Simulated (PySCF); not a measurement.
Molfile (atoms numbered from 1):
```
C3H11P3
     RDKit          3D

 17 16  0  0  0  0  0  0  0  0999 V2000
   -0.0110    1.2420   -1.1055 C   0  0  0  0  0  0  0  0  0  0  0  0
   -0.1094   -0.4894   -0.4695 P   0  0  0  0  0  0  0  0  0  0  0  0
   -1.4787   -0.3174    0.7709 C   0  0  0  0  0  0  0  0  0  0  0  0
   -3.2008   -0.1252    0.0872 P   0  0  0  0  0  0  0  0  0  0  0  0
    1.3364   -0.4592    0.7046 C   0  0  0  0  0  0  0  0  0  0  0  0
    2.9661   -0.4361   -0.2083 P   0  0  0  0  0  0  0  0  0  0  0  0
   -0.8446    1.4358   -1.7956 H   0  0  0  0  0  0  0  0  0  0  0  0
    0.9265    1.3577   -1.6706 H   0  0  0  0  0  0  0  0  0  0  0  0
   -0.0294    1.9905   -0.2960 H   0  0  0  0  0  0  0  0  0  0  0  0
   -1.4907   -1.2335    1.3849 H   0  0  0  0  0  0  0  0  0  0  0  0
   -1.2975    0.5236    1.4639 H   0  0  0  0  0  0  0  0  0  0  0  0
   -2.9575    1.0221   -0.7305 H   0  0  0  0  0  0  0  0  0  0  0  0
   -3.0592   -1.0328   -1.0104 H   0  0  0  0  0  0  0  0  0  0  0  0
    1.2551   -1.3422    1.3574 H   0  0  0  0  0  0  0  0  0  0  0  0
    1.2950    0.4415    1.3421 H   0  0  0  0  0  0  0  0  0  0  0  0
    3.7974   -0.8057    0.8943 H   0  0  0  0  0  0  0  0  0  0  0  0
    2.8991   -1.7688   -0.7190 H   0  0  0  0  0  0  0  0  0  0  0  0
  1  2  1  0
  2  3  1  0
  3  4  1  0
  2  5  1  0
  5  6  1  0
  1  7  1  0
  1  8  1  0
  1  9  1  0
  3 10  1  0
  3 11  1  0
  4 12  1  0
  4 13  1  0
  5 14  1  0
  5 15  1  0
  6 16  1  0
  6 17  1  0
M  END
```

Geometry: PBE0-D3(BJ)/def2-SVP; GIAO shifts from PySCF 2.14.0 with density-fitted response routines, gas phase, non-relativistic, averaged over equivalent atoms.

At KT2/pcSseg-1 (178 basis functions, 32 s wall time on 1 thread of an Arm Neoverse V1, shared host):
```json
{"atoms": "C3/C5", "δ (ppm)": "22.5"}
{"atoms": "C1", "δ (ppm)": "14.5"}
{"atoms": "P2", "δ (ppm)": "-34.3"}
{"atoms": "P4/P6", "δ (ppm)": "-168.7"}
{"atoms": "H12/H13/H16/H17", "δ (ppm)": "3.09"}
{"atoms": "H10/H11/H14/H15", "δ (ppm)": "1.25"}
{"atoms": "H7/H8/H9", "δ (ppm)": "1.11"}
```

δ = σ(ref) − σ, references computed at the same level: ¹³C (183.22 ppm) and ¹H (31.18 ppm) vs TMS; ³¹P (325.43 ppm) vs H3PO4.

**Question.** What do these become at PBE0/pcSseg-1?

**Answer.** 
```json
{"atoms": "C3/C5", "δ at PBE0/pcSseg-1": "20.6", "change": "-1.9"}
{"atoms": "C1", "δ at PBE0/pcSseg-1": "13.5", "change": "-1.0"}
{"atoms": "P2", "δ at PBE0/pcSseg-1": "-45.0", "change": "-10.7"}
{"atoms": "P4/P6", "δ at PBE0/pcSseg-1": "-175.7", "change": "-7.0"}
{"atoms": "H12/H13/H16/H17", "δ at PBE0/pcSseg-1": "3.08", "change": "-0.01"}
{"atoms": "H10/H11/H14/H15", "δ at PBE0/pcSseg-1": "1.16", "change": "-0.09"}
{"atoms": "H7/H8/H9", "δ at PBE0/pcSseg-1": "1.11", "change": "+0.00"}
```

Chemical shifts δ = σref − σ; TMS for ¹³C (σref 184.41), ¹H (σref 31.27); ³¹P (σref 310.13) against H3PO4, all at this level.

The largest change is at P2 (phosphorus bonded to 3 C). Cost: 178 basis functions, 23 s wall time on 1 thread of an Arm Neoverse V1, shared host.

Experimental scales use liquid or dissolved standards, which lie at an offset from isolated H3PO4.
